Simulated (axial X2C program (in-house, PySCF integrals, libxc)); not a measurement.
# SiC⁺: EOM-EA-CCSD levels

Aim: EOM-EA-CCSD levels of SiC⁺, with spin–orbit coupling in the Hamiltonian from the start.

Computed with an in-house X2C program for linear molecules on PySCF integrals. Level: two-component X2C with atomic mean-field terms, Si dyall-av3z, C dyall-av3z.

All values are calculated.

1 further run of the same task is left out (it didn't finish).

### Step 1. Input

The input, task.json:

```json
{"zs": [14, 6], "q": 1, "bas": ["dyall-av3z", "dyall-av3z"], "r0": 1.74, "eom": "ea", "thr": -2.0, "nmax": 92, "grid": [1, 0.96, 1.045, 0.92, 1.09, 1.15]}
```

Keys: zs atomic numbers; q charge; bas basis sets; r0 starting distance in Å; eom kind of EOM run; thr threshold in hartree for freezing inner shells (an s shell follows its p shell); nmax most natural virtual spinors; grid distances as factors.

Started as:

```bash
> python soeom.py task.json out
```

After this run come: EOM-EA-CCSD at 1.826 Å.

What does the calculation give? Wanted: next root led by one particle; T1 of the reference.

As calculated:

```
                     quantity                           value
       lowest root at 1.826 Å              Ω = 1/2, 17.231 eV
next root led by one particle  Ω = 3/2, about 180 cm⁻¹ higher
          T1 of the reference                           0.170
```

In words: The added electron is bound by 17.23 eV in a spinor of 31% C pπ, 24% C pσ, 17% Si pπ. Errors of 0.1 to 0.3 eV are usual at this size, and roots led by higher excitations are left out, so the list is incomplete, and low states of that kind can be missing. T1 or the largest double amplitude of the reference is raised, which lowers the reliability.
